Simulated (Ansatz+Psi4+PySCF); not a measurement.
## singlet PH₃: levels of theory in one basis

```xyz
4

P     0.0000    0.0000    0.1246
H     0.0000    1.2006   -0.6231
H     1.0398   -0.6003   -0.6231
H    -1.0398   -0.6003   -0.6231
```

Basis set: cc-pVTZ on H; cc-pV(T+d)Z on P (spherical functions). Left uncorrelated: 5 orbitals. Charge 0, multiplicity 1.

Computed with Ansatz (development build ahead of 0.2.0) and Psi4 1.11; each method stands on the lowest determinant of its kind that the runs found.

| method | E − E(RHF) (eV) | <S²> of the determinant |
| --- | --- | --- |
| RHF | 0.00 | 0.00 |
| RHF-MP2 | -4.62 | – |
| RHF-CCSD | -5.39 | – |

(1) What does RHF-CCSD(T) give on the same scale?

## Answers

(1) -5.57 eV.
